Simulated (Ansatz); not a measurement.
A calculation with Ansatz (development build ahead of 0.2.0).

```yaml
crystal:
  periodic: [false, false, false]
  atoms:
    - { symbol: O, position_ang: [1.1739, 0.0, 0.0] }
    - { symbol: C, position_ang: [0.36275, 1.11644, 0.0] }
    - { symbol: C, position_ang: [-0.9497, 0.69, 0.0] }
    - { symbol: C, position_ang: [-0.9497, -0.69, 0.0] }
    - { symbol: C, position_ang: [0.36275, -1.11644, 0.0] }
    - { symbol: H, position_ang: [0.69958, 2.1531, 0.0] }
    - { symbol: H, position_ang: [-1.83153, 1.33069, 0.0] }
    - { symbol: H, position_ang: [-1.83153, -1.33069, 0.0] }
    - { symbol: H, position_ang: [0.69958, -2.1531, 0.0] }
basis:
  gaussian: { orbitals: cc-pVDZ }
hamiltonian:
  xc: hf
correlation:
  method: mp2
  frozen_orbitals: { C: 1, H: 0, O: 1 }
```

The input is written out in the form of the current development build from the run's settings.

Results

* Converged: yes
* Reference energy: -228.62875 hartree
* Correlation energy: -0.71330 hartree
* Total energy: -229.34205 hartree
* Spin squared of the determinant: 0.000
